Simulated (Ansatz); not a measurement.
# CAM-B3LYP/cc-pVTZ run of HF (hydrogen fluoride)

What is the energy change on altering one bond length of HF (hydrogen fluoride) at CAM-B3LYP/cc-pVTZ? 

Program for the calculation: Ansatz 0.2.0.

37 further runs of the same task are left out: 37 set aside as unsound or not needed.

### 1 Starting point

HF: 2 atoms, total charge 0, spin state singlet. SMILES: `F`. Geometry: relaxed at PBE0-D4/def2-TZVP.

Bond lengths: F1–H2 0.920 Å.

### 2 A single-point energy at CAM-B3LYP/cc-pVTZ

Contents of run.yaml:

```yaml
basis:
  gaussian: {orbitals: cc-pVTZ}
crystal:
  periodic: [false, false, false]
  atoms:
    - {symbol: F, position_ang: [-0.390000, 0.144600, -0.196400]}
    - {symbol: H, position_ang: [0.390000, -0.144600, 0.196400]}
output: {orbitals: {seedname: orbitals}}
accuracy: high
hamiltonian: {xc: {name: CAM-B3LYP}}
```

Launch:

```console
$ ansatz run run.yaml --threads 1 --pin off --max-ram 3480MiB --events-out events.jsonl --progress --plain --runs-dir runs
```

The log of the run:

```text
Warning: RAYON_NUM_THREADS=1 ignored (pool sized by the plan → 1); use --threads N
Functional definition: CAM-B3LYP
  name "CAM-B3LYP"
  parameter alpha = 0.19
  parameter beta = 0.46
  parameter omega = 0.33/bohr
  parameter ac = 0.81
  exchange = (1 - alpha - beta)*b88_x + beta*b88_x_sr(omega) + alpha*exact_x + beta*exact_x_lr(omega)
  correlation = (1 - ac)*vwn5_c + ac*lyp_c
585 factors; integrals over basis functions are off by at most 3.6e-9 eV
119 factors; integrals over basis functions are off by at most 1.8e-9 eV
mean field evaluation 1: about -2732.2285 eV, gradient 3.2e1 eV
mean field evaluation 2: about -2731.7539 eV, gradient 4.0e1 eV
mean field evaluation 4: about -2733.6030 eV, gradient 8.8e-1 eV
mean field evaluation 8: about -2733.6042 eV, gradient 2.1e-3 eV
mean field evaluation 16: about -2733.6042 eV, gradient 6.0e-9 eV
mean field -2733.60417004 eV, -100.4581003457 hartree, gradient 6.1e-9 eV, S^2 0.000000; 0 other end points of the search recorded, 0 dependent functions left out
reference -2733.60417788 eV, -100.4581006335 hartree; 5, 5 occupied and 39, 39 virtual orbitals, 585 factors
Total energy: -2733.60417788 eV, -100.4581006335 hartree
```

Wall time 0.72 s (1 thread of Arm Neoverse V1, shared host).

### 3 The distorted shape

Contents of job.yaml:

```yaml
crystal:
  periodic: [false, false, false]
  atoms:
    - {symbol: F, position_ang: [-0.507038, 0.187994, -0.255339]}
    - {symbol: H, position_ang: [0.390000, -0.144600, 0.196400]}
basis:
  gaussian:
    orbitals: cc-pVTZ
hamiltonian:
  xc: {name: CAM-B3LYP}
accuracy: high
output:
  orbitals: {seedname: orbitals}
```

Launch:

```console
$ ansatz run job.yaml --threads 1 --pin off --max-ram 3480MiB --events-out events.jsonl --progress --plain --runs-dir runs
```

The log of the run (excerpt; [...] marks lines left out):

```text
Warning: RAYON_NUM_THREADS=1 ignored (pool sized by the plan → 1); use --threads N
[... 8 set-up lines as earlier in the session ...]
586 factors; integrals over basis functions are off by at most 3.2e-9 eV
121 factors; integrals over basis functions are off by at most 2.4e-9 eV
mean field evaluation 1: about -2731.6769 eV, gradient 3.2e1 eV
mean field evaluation 2: about -2730.7658 eV, gradient 4.4e1 eV
mean field evaluation 4: about -2733.1958 eV, gradient 2.8e-1 eV
mean field evaluation 8: about -2733.1946 eV, gradient 3.8e-3 eV
mean field evaluation 16: about -2733.1946 eV, gradient 1.0e-8 eV
mean field -2733.19456240 eV, -100.4430475424 hartree, gradient 1.0e-8 eV, S^2 0.000000; 0 other end points of the search recorded, 0 dependent functions left out
reference -2733.19457134 eV, -100.4430478711 hartree; 5, 5 occupied and 39, 39 virtual orbitals, 586 factors
Total energy: -2733.19457134 eV, -100.4430478711 hartree
```

It took 0.7 s on 1 thread of Arm Neoverse V1, shared host.

### 4 Outcome

Level: CAM-B3LYP/cc-pVTZ.

| quantity | value |
| --- | --- |
| first shape: total energy | -100.45810 Eh |
| first shape: HOMO energy | -13.05 eV |
| first shape: LUMO energy | 1.81 eV |
| first shape: HOMO–LUMO gap | 14.85 eV |
| distorted shape: total energy | -100.44305 Eh |
| distorted shape: HOMO energy | -12.72 eV |
| distorted shape: LUMO energy | 0.87 eV |
| distorted shape: HOMO–LUMO gap | 13.59 eV |
| energy change with the F1–H2 bond stretched from 0.920 to 1.058 Å | 0.410 eV |

With the F1–H2 bond stretched from 0.920 to 1.058 Å the energy rises by 0.41 eV (9.4 kcal/mol). The first shape isn't relaxed at this level, so the change isn't measured from a minimum.
